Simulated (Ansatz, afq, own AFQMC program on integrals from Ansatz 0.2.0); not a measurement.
AFQMC on a folder of integrals that Ansatz 0.2.0 wrote.

```yaml
crystal:
  periodic: [false, false, false]
  atoms:
    - {symbol: P, position_ang: [0.000000, 0.000000, 0.000000]}
basis:
  gaussian: {orbitals: cc-pVQZ}
magnetization: {spin_polarized: true, initial_magnetization: 5}
correlation: {method: ccsd_t, electrons: outside_noble_gas, hamiltonian_folder: ham}
```

```sh
$ ansatz run in.yaml --threads 1 --pin off --events-out ev --progress --plain --max-ram 16896MiB --backend cuda --devices 0, --max-vram 18GiB
```

afq runs on the folder ham with

```
--method phaseless --trial cisd --walkers 4000 --populations 20 --least-time 60 --time-step 0.005 --steps-per-block 50 --equilibration-blocks 28 --max-blocks 4000 --target-error 0.00014 --factor-cut 1e-05 --start spin_pure --seed 558 --release-times 0.24,0.51,0.99,1.62,2.4 --release-step 0.03 --release-every 3 --taylor-order 6
```

Times are imaginary, in 1/Eh. The walk had a cap of 229 s. With eight or more populations the least sampling time is a fifth of least-time, and the error comes from their spread.

```
orbitals 54  electrons 5 0  factors 354 of 355
reference energy -340.22930106 Eh
CCSD correlation -0.04957821 Eh in 7 cycles, weight of the determinant in the CISD state 0.9617
energy of the start -340.278877 Eh
 block  time / (1/Eh)  mean weight  energy / Eh
     1     0.250  1.0000  -340.278953
     2     0.500  1.0002  -340.279188
     3     0.750  0.9999  -340.279452
     4     1.000  1.0000  -340.279669
     5     1.250  1.0000  -340.279814
    10     2.500  1.0000  -340.280322
    15     3.750  0.9998  -340.280470
    20     5.000  0.9999  -340.280444
    25     6.250  0.9998  -340.280456
    30     7.500  1.0001  -340.280302
    35     8.750  1.0002  -340.280533
    40    10.000  0.9999  -340.280423
    45    11.250  0.9999  -340.280432
    48    12.000  1.0001  -340.281051
    50    12.500  0.9999  -340.280428
    55    13.750  0.9999  -340.280382
    60    15.000  1.0001  -340.280322
    61    15.250  0.9999  -340.275902
    65    16.250  1.0001  -340.280315
    70    17.500  0.9997  -340.280439
    75    18.750  1.0001  -340.280343
    78    19.500  1.0002  -340.280297
error from the spread of 20 populations
released: time / (1/Eh)  energy / Eh  error  mean overlap
  0.24  -340.280420  0.000021  0.9971
  0.51  -340.280437  0.000055  0.9971
  0.99  -340.280548  0.000018  0.9946
  1.62  -340.280570  0.000018  0.9950
  2.40  -340.281708  0.001144  0.9927
energy -340.280301 +/- 0.000093 Eh
(rows thinned)
```

(1) Estimate how long the walk took on 1 × NVIDIA H100 80GB HBM3 with 2 threads of AMD EPYC 7R13 Processor (Zen 3), on a shared host (the card was shared).

The run passed its tests (sampling time, drift between the halves within three errors, error under three times the target), which doesn't prove that it has relaxed.

Against this walk (error 2.5 meV) on the same determinant: CCSD(T) 0.9 meV higher (within the noise), CCSDT(Q) 9.2 meV lower, full CI 9.4 meV lower. The error is statistical and leaves out the bias of the constraint. Released to 1.62 1/Eh the energy lies 7 ± 3 meV (both errors) below the phaseless value, which shows part or all of the bias of the constraint, and full CI lies 2.1 meV below the released value. Full CI is exact here, so the walk's 9 meV above it is the walk's own error: the bias of the constraint with this trial.

Cautions: constraint bias not in the error; another spin lies lower (by 14.92 eV).

## Answers

(1) 40 s of wall time.

CCSDT and higher add their correlation energy to the determinant of the CCSD(T) run, since their own runs factorise the integrals more tightly (a shift of under 2 meV). A walk keeps the symmetry of its determinant, which the program's search chose and which needn't be the lowest solution, so a lower state of the same spin and another symmetry isn't excluded.
